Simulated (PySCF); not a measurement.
Gas-phase reaction: 2 CH₃SiH₃ + 2 (CH₃)₃Si → 4 (CH₃)₂Si + 3 H₂

Method: PySCF energies plus ideal-gas RRHO corrections (1 bar). † marks an energy on the PBE0/def2-TZVP geometry and frequencies; other levels use their own. CCSD(T) freezes the core. 6-31G* has spherical d functions here. Open shells (unrestricted): (CH₃)₃Si (multiplicity 2); the rest are closed-shell singlets. B3LYP is the form with VWN-RPA correlation. No R ln 2 is added for the mirror-image form of (CH₃)₂Si. (CH₃)₃Si, (CH₃)₂Si: computed as isolated molecules; such fragments, hydroxides, amides, oligomers or adducts are transient or little studied in the gas. CCSD(T) isn't extrapolated to the basis-set limit. The harmonic model lacks anharmonicity and excited electronic states, which grow with temperature; levels with a mode under 35 cm⁻¹ are left out. Internal rotation in CH₃SiH₃, (CH₃)₃Si, (CH₃)₂Si is treated as a harmonic vibration of one conformer, which makes the entropy rough.

```csv
level,"ΔE electronic, kJ","ΔH°(298 K), kJ","ΔS°(298 K), J/K","ΔG°(1200 K), kJ"
B3LYP/6-31G*,621,574,402,71
CCSD(T)/def2-SVP†,638,591,394,97
HF/6-31G*,725,675,422,145
HF/def2-TZVP†,744,697,394,204
M06-2X/def2-TZVP†,619,572,394,78
PBE0/def2-SVP†,706,659,394,166
```
ΔH° is lowest at M06-2X/def2-TZVP† and highest at HF/def2-TZVP†. No reference value is set beside these.
